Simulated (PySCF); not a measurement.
**Ionisation energy of O by level of theory**

O [He] 2s2 2p4 (3P) → O⁺ [He] 2s2 2p3 (4S), as a difference of total energies. All numbers are calculated (PySCF 2.14, the spin-free X2C one-electron Hamiltonian (Gaussian nucleus), in x2c-TZVPPall with one added diffuse shell each of s, p, d type (6s4p3d1f, 40 functions)). Correlated levels: valence and next inner shell: nothing frozen. The calculations carry no spin-orbit coupling.

```csv
method,ionisation energy (eV)
UHF,12.015
MP2 (valence and next inner shell),13.286
SCS-MP2 (valence and next inner shell),13.374
CCSD (valence and next inner shell),13.323
CCSD(T) (valence and next inner shell),13.365
```

Task: How much does correlation contribute at CCSD(T) (valence and next inner shell)?

Result: 13.365 − (12.015) = 1.350 eV, measured against UHF.

Errors of the correlated levels include the incompleteness of this basis.

For comparison: 13.608 eV (measured; NIST levels, between the centres of gravity of the two terms).
